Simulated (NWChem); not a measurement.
# doublet NaF+: levels of theory compared

Wanted: a comparison of 6 runs (U-revPBE/cc-pVTZ, UBLYP/cc-pVTZ, UPBE/cc-pVTZ, USVWN5/cc-pVTZ, UMP2/cc-pVTZ, UCCSD(T)/cc-pVTZ) of doublet NaF+. 

Program for the calculation: NWChem 7.3.0.

1 further run of the same task is left out (set aside as unsound or not needed).

### Step 1. The molecule

NaF+: 2 atoms, total charge +1, spin state doublet. As SMILES of the parent species, `[F][Na]`. The shape is that of a PBE0-D4/def2-TZVP optimisation. That shape belongs to the parent species and isn't relaxed for this state.

Bond lengths: F1–Na2 1.922 Å.

### Step 2. A single-point energy at U-revPBE/cc-pVTZ (run 1)

fna.nw reads:

```
start fna
memory 2200 mb
charge 1

geometry noautosym nocenter noautoz
F       -0.804100       0.240100      -0.422400
Na       0.833600      -0.300300       0.426500
end

basis spherical bse
* library cc-pVTZ
end

dft
xc revpbe cpbe96
mult 2
grid xfine
convergence energy 1e-08
iterations 100
mulliken
print low
end

task dft energy
```

On the command line:

```console
$ nwchem fna.nw > fna.out
```

Log:

```text
[...]
 d= 0,ls=0.0,diis     1   -261.6931347607 -2.89D+02  6.26D-03  3.06D-01     2.4
[...]
 d= 0,ls=0.0,diis     7   -261.7637779987 -2.22D-09  4.56D-08  1.49D-10    12.4
[...]
         Total DFT energy =     -261.763777998674
      One electron energy =     -415.982789315465
           Coulomb energy =      151.541937701021
    Exchange-Corr. energy =      -24.577871963958
 Nuclear repulsion energy =       27.254945579729
[...]
      Total Density - Mulliken Population Analysis
     ---------------------------------------------
    Atom       Charge   Shell Charges
 -----------   ------   -------------------------------------------------------
    1 F    9     8.92   1.94  0.29  1.08  0.68  1.53  2.21  1.18  0.00  0.00  0.00
    2 Na  11    10.08   2.00  1.55  0.44  0.02 -0.00  6.03 -0.01  0.00  0.00  0.02  0.01  0.01
[...]
      <S2> =      0.7514 (Exact =     0.7500)
[...]
```

Run time: 13 s. Hardware: 1 thread of Intel Xeon Platinum 8488C (Sapphire Rapids), shared host; peak memory 0.11 GiB.

### Step 3. The energy at UBLYP/cc-pVTZ (run 2)

mymol.nw reads:

```
start mymol
title "FNa"
memory stack 880 mb heap 220 mb global 1100 mb
charge 1
geometry noautosym nocenter noautoz
F    -0.804100    0.240100   -0.422400
Na    0.833600   -0.300300    0.426500
end
basis spherical bse
* library cc-pVTZ
end
dft
xc becke88 lyp
mult 2
grid xfine
convergence energy 1e-08
iterations 100
mulliken
end
task dft
```

On the command line:

```console
$ nwchem mymol.nw > mymol.out
```

Log:

```text
[...]
          Wavefunction type:  spin polarized.
          No. of atoms     :     2
          No. of electrons :    19
[...]
          Charge           :     1
          Spin multiplicity:     2
[...]
          AO basis - number of functions:    64
[...]
              XC Information
              --------------
                    Becke 1988 Exchange Functional  1.000
              Lee-Yang-Parr Correlation Functional  1.000
[...]
 d= 0,ls=0.0,diis     1   -261.7579640957 -2.89D+02  6.59D-03  3.11D-01     2.4
[...]
 d= 0,ls=0.0,diis     7   -261.8325275534 -4.46D-09  4.02D-08  1.46D-10    11.8
[...]
         Total DFT energy =     -261.832527553377
      One electron energy =     -415.948494048280
           Coulomb energy =      151.499934689470
    Exchange-Corr. energy =      -24.638913774296
 Nuclear repulsion energy =       27.254945579729
[...]
      Total Density - Mulliken Population Analysis
     ---------------------------------------------
    Atom       Charge   Shell Charges
 -----------   ------   -------------------------------------------------------
    1 F    9     8.91   1.94  0.30  1.07  0.68  1.55  2.17  1.19  0.00  0.00  0.00
    2 Na  11    10.09   2.00  1.55  0.45  0.02 -0.00  6.04 -0.02  0.00  0.00  0.02  0.01  0.01
[...]
      <S2> =      0.7513 (Exact =     0.7500)
[...]
```

It took 13 s on 1 thread of Intel Xeon Platinum 8488C (Sapphire Rapids), shared host; peak memory 0.11 GiB.

Runs 3 to 5 aren't shown in full; the table further down has their settings and results.

### Step 4. The energy at UCCSD(T)/cc-pVTZ (run 6)

fna.nw reads:

```
start fna
memory stack 880 mb heap 220 mb global 1100 mb
charge 1
geometry units angstrom noautosym nocenter noautoz
 F    -0.804100    0.240100   -0.422400
 Na    0.833600   -0.300300    0.426500
end
basis spherical bse
 * library cc-pVTZ
end
scf
 nopen 1
 uhf
 thresh 1e-08
 maxiter 80
end
tce
 scf
 ccsd(t)
 freeze core 2
 maxiter 60
end
task tce
```

On the command line:

```console
$ nwchem fna.nw > fna.out
```

Log:

```text
[...]
  functions       =    64
[...]
  wavefunction    = UHF
[...]
         Total SCF energy =   -261.070860823520
      One electron energy =   -416.385495060386
      Two electron energy =    128.059688657137
 Nuclear repulsion energy =     27.254945579729
                       Sz =      0.5000
                 Sz(Sz+1) =      0.7500
                      S^2 =      0.7536
[...]
         Wavefunction type : Unrestricted Hartree-Fock
          No. of electrons :    19
[...]
         Spin multiplicity : doublet
[...]
 CCSD total energy / hartree       =      -261.292999842847792
[...]
 CCSD[T] total energy / hartree       =      -261.297046906038759
[...]
 CCSD(T) total energy / hartree       =      -261.296910704742800
[...]
```

It took 51 s on 1 thread of Intel Xeon Platinum 8488C (Sapphire Rapids), shared host; peak memory 0.59 GiB.

### Step 5. All runs side by side

```csv
run,level,integration grid,iteration cap,energy (Eh),⟨S²⟩,wall time
1,U-revPBE/cc-pVTZ,xfine,100,-261.763778,0.751,13 s
2,UBLYP/cc-pVTZ,xfine,100,-261.832528,0.751,13 s
3,UPBE/cc-pVTZ,xfine,100,-261.623443,0.751,13 s
4,USVWN5/cc-pVTZ,xfine,100,-260.338790,0.751,15 s
5,UMP2/cc-pVTZ,–,80,-261.280775,0.754,22 s
6,UCCSD(T)/cc-pVTZ,–,80,-261.296911,0.754,51 s
```

### Step 6. Outcome

| quantity | value |
| --- | --- |
| run 6: total energy | -261.29691 Eh |
| run 6: HOMO energy (Hartree–Fock orbitals) (highest over α and β) | -25.63 eV |
| run 6: LUMO energy (Hartree–Fock orbitals) (lowest over α and β) | -5.82 eV |
| run 6: correlation energy (2 core orbitals frozen) | -226.0 mEh |
| run 6: (T) correction | -3.91 mEh |
| run 6: ⟨S²⟩ of the reference determinant | 0.754 |

In words: Totals of different functionals can't be ranked against each other. All runs together took 2.1 min, the longest 51 s.
